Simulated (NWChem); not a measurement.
# quartet C2HO at 3 levels

Wanted: a comparison of 3 runs (U-wB97X/cc-pVTZ, UCAM-B3LYP/cc-pVTZ, UB2PLYP/cc-pVTZ) of quartet C2HO. 

The calculation is run with NWChem 7.3.0.

### Step 1. The structure to begin with

C2HO: 4 atoms, total charge 0, spin state quartet. SMILES of the parent species: `C#C[O]`. The shape is that of a PBE0-D4/def2-TZVP optimisation. That shape belongs to the parent species and isn't relaxed for this state.

Bond lengths: C1–C2 1.288 Å, C2–O3 1.167 Å, C1–H4 1.072 Å. Angles: C1–C2–O3 170.9°, C2–C1–H4 137.7°.

### Step 2. A single-point energy at U-wB97X/cc-pVTZ (run 1)

Contents of run.py:

```python
from ase import Atoms
from ase.calculators.nwchem import NWChem

atoms = Atoms(['C', 'C', 'O', 'H'], positions=[
    [-0.562500, 0.217400, -0.417800],
    [0.342300, -0.396600, 0.262400],
    [1.068800, -1.106500, 0.836800],
    [-0.793100, 1.225500, -0.701600],
])

calc = NWChem(
    label='run',
    theory='dft',
    memory='2200 mb',
    basis='cc-pVTZ',
    basispar='spherical bse',
    dft={'xc': 'wb97x', 'mult': '4', 'grid': 'fine', 'convergence': 'energy 1e-08', 'iterations': '100', 'mulliken': None, 'print': 'low'},
    task='energy',
)
atoms.calc = calc

print("Total energy (eV):", round(atoms.get_potential_energy(), 6))
```

Launch:

```
$ export ASE_NWCHEM_COMMAND="nwchem PREFIX.nwi > PREFIX.nwo"
$ python run.py
```

The program printed:

```text
Total energy (eV): -4129.727332
```

The calculator wrote run.nwi:

```
title "run"

permanent_dir run

scratch_dir run

start run

geometry units angstrom nocenter noautosym noautoz
  C  -5.6250000000000000e-01 2.1740000000000001e-01 -4.1780000000000000e-01
  C  3.4229999999999999e-01 -3.9660000000000001e-01 2.6240000000000002e-01
  O  1.0688000000000000e+00 -1.1065000000000000e+00 8.3679999999999999e-01
  H  -7.9310000000000003e-01 1.2255000000000000e+00 -7.0160000000000000e-01
end

memory 2200 mb

basis spherical bse noprint
   * library cc-pVTZ
end

dft
  xc wb97x
  mult 4
  grid fine
  convergence energy 1e-08
  iterations 100
  mulliken
  print low
end

task dft energy
```

run.nwo:

```text
Northwest Computational Chemistry Package (NWChem) 7.3.0
             --------------------------------------------------------

           Job information
           ---------------

    nwchem branch   = 7.3.0
    use scalapack   = T
    input           = run.nwi
    prefix          = run.
    data base       = run/run.db
    status          = startup
    nproc           =        1

           Memory information
           ------------------

[... 5 lines left out ...]
    hardfail = no
[... 37 lines left out ...]
            Nuclear Dipole moment (a.u.)
[... 87 lines left out ...]
         Total DFT energy =     -151.764681442504
[... 1 line left out ...]
           Coulomb energy =      124.805973433445
[... 1 line left out ...]
 Nuclear repulsion energy =       52.604313418813
[... 42 lines left out ...]
    Atom       Charge   Shell Charges
 -----------   ------   -------------------------------------------------------
    1 C    6     1.55  -0.00  0.02  0.05  0.03  0.41  0.59  0.28  0.01  0.14  0.01
    2 C    6     0.72  -0.00  0.00  0.00  0.01  0.18  0.19  0.06  0.02  0.22  0.04
    3 O    8     0.58  -0.00  0.01  0.01 -0.01  0.23  0.26  0.04  0.00  0.04  0.00
    4 H    1     0.14   0.02  0.01 -0.00  0.01  0.09  0.02

     --------------------------
     Expectation value of S2:
     --------------------------
      <S2> =      3.7661 (Exact =     3.7500)

 Task  times  cpu:      134.2s     wall:      134.2s
 Total times  cpu:      134.2s     wall:      134.2s
```

Run time: 2.3 min. Hardware: 1 thread of Intel Xeon Platinum 8259CL at 2.50GHz (Skylake/Cascade Lake), shared host; peak memory 0.11 GiB.

### Step 3. The energy at UCAM-B3LYP/cc-pVTZ (run 2)

Contents of nw.nw:

```
start nw
memory 2200 mb

geometry units angstroms noautosym nocenter noautoz
 C    -0.562500    0.217400   -0.417800
 C     0.342300   -0.396600    0.262400
 O     1.068800   -1.106500    0.836800
 H    -0.793100    1.225500   -0.701600
end

basis spherical bse
 * library cc-pVTZ
end

dft
 xc xcamb88 1.00 lyp 0.81 vwn_5 0.19 hfexch 1.00
 cam 0.33 cam_alpha 0.19 cam_beta 0.46
 mult 4
 grid fine
 convergence energy 1e-08
 direct
 iterations 100
 mulliken
 print low
end

task dft
```

Launch:

```
$ nwchem nw.nw > nw.out
```

The program printed:

```text
[...]
 d= 0,ls=0.0,diis     1   -151.6458073846 -2.04D+02  1.43D-02  2.16D-01    10.0
[...]
 d= 0,ls=0.0,diis    13   -151.7453548417 -2.10D-09  4.48D-07  9.03D-11   128.3
[...]
         Total DFT energy =     -151.745354841653
      One electron energy =     -309.436904631322
           Coulomb energy =      124.788946290639
    Exchange-Corr. energy =      -19.701709919783
 Nuclear repulsion energy =       52.604313418813
[...]
      Total Density - Mulliken Population Analysis
     ---------------------------------------------
    Atom       Charge   Shell Charges
 -----------   ------   -------------------------------------------------------
    1 C    6     6.04   1.96  0.20  0.81  0.42  0.83  1.29  0.48  0.02  0.03  0.00
    2 C    6     5.99   1.96  0.20  0.74  0.23  0.93  1.32  0.48  0.04  0.08  0.02
    3 O    8     8.09   1.94  0.26  1.00  0.52  1.30  2.00  1.03  0.01  0.03  0.00
    4 H    1     0.87   0.27  0.47  0.11  0.01  0.01  0.00
[...]
      <S2> =      3.7642 (Exact =     3.7500)
[...]
```

Wall time 2.2 min (1 thread of Intel Xeon Platinum 8259CL at 2.50GHz (Skylake/Cascade Lake), shared host); peak memory 0.11 GiB.

### Step 4. A single-point energy at UB2PLYP/cc-pVTZ (run 3)

Contents of work.nw:

```
start work
memory 2200 mb
charge 0
geometry units angstrom noautosym nocenter noautoz
C    -0.562500    0.217400   -0.417800
C     0.342300   -0.396600    0.262400
O     1.068800   -1.106500    0.836800
H    -0.793100    1.225500   -0.701600
end
basis spherical bse
* library cc-pVTZ
end
dft
xc hfexch 0.53 becke88 0.47 lyp 0.73 mp2 0.27
dftmp2 semidirect
mult 4
grid fine
convergence energy 1e-08
maxiter 100
mulliken
print medium
end
mp2
freeze core 3
end
task dft energy
```

Launch:

```
$ nwchem work.nw > work.out
```

The program printed:

```text
[...]
          Wavefunction type:  spin polarized.
          No. of atoms     :     4
          No. of electrons :    21
[...]
          Charge           :     0
          Spin multiplicity:     4
[...]
          AO basis - number of functions:   104
[...]
              XC Information
              --------------
                     Hartree-Fock (Exact) Exchange  0.530
                    Becke 1988 Exchange Functional  0.470
              Lee-Yang-Parr Correlation Functional  0.730
[...]
 d= 0,ls=0.0,diis     1   -151.4491421889 -2.04D+02  1.46D-02  1.59D-01     3.4
[...]
 d= 0,ls=0.0,diis    14   -151.5415551350 -3.83D-09  8.47D-07  6.17D-11    38.4
[...]
         Total DFT energy =     -151.541555135039
      One electron energy =     -309.373672163635
           Coulomb energy =      124.742959126922
    Exchange-Corr. energy =      -19.515155517140
 Nuclear repulsion energy =       52.604313418813
[...]
      Total Density - Mulliken Population Analysis
     ---------------------------------------------
    Atom       Charge   Shell Charges
 -----------   ------   -------------------------------------------------------
    1 C    6     6.04   1.96  0.19  0.83  0.41  0.80  1.33  0.47  0.02  0.04  0.00
    2 C    6     5.96   1.96  0.18  0.76  0.22  0.90  1.34  0.45  0.04  0.09  0.02
    3 O    8     8.13   1.95  0.25  1.02  0.53  1.27  2.04  1.03  0.01  0.03  0.00
    4 H    1     0.87   0.27  0.47  0.10  0.01  0.01  0.00
[...]
      <S2> =      3.7764 (Exact =     3.7500)
[...]
  Basis functions       =    104
[...]
```

Run time: 48 s. Hardware: 1 thread of Intel Xeon Platinum 8259CL at 2.50GHz (Skylake/Cascade Lake), shared host; peak memory 0.28 GiB.

### Step 5. The series

| run | level | frozen core orbitals | energy (Eh) | ⟨S²⟩ | wall time |
| --- | --- | --- | --- | --- | --- |
| 1 | U-wB97X/cc-pVTZ | – | -151.764681 | 3.766 | 2.3 min |
| 2 | UCAM-B3LYP/cc-pVTZ | – | -151.745355 | 3.764 | 2.2 min |
| 3 | UB2PLYP/cc-pVTZ | 3 | -151.694721 | 3.776 | 48 s |

### Step 6. Results

| quantity | value |
| --- | --- |
| run 3: total energy | -151.69472 Eh |
| run 3: dipole moment (SCF part) | 1.96 D |
| run 3: HOMO energy (SCF part's orbitals) (highest over α and β) | -4.02 eV |
| run 3: LUMO energy (SCF part's orbitals) (lowest over α and β) | -2.57 eV |
| run 3: ⟨S²⟩ | 3.776 |

What this shows: Totals of different functionals can't be ranked against each other. All runs together took 5.2 min, the longest 2.3 min.
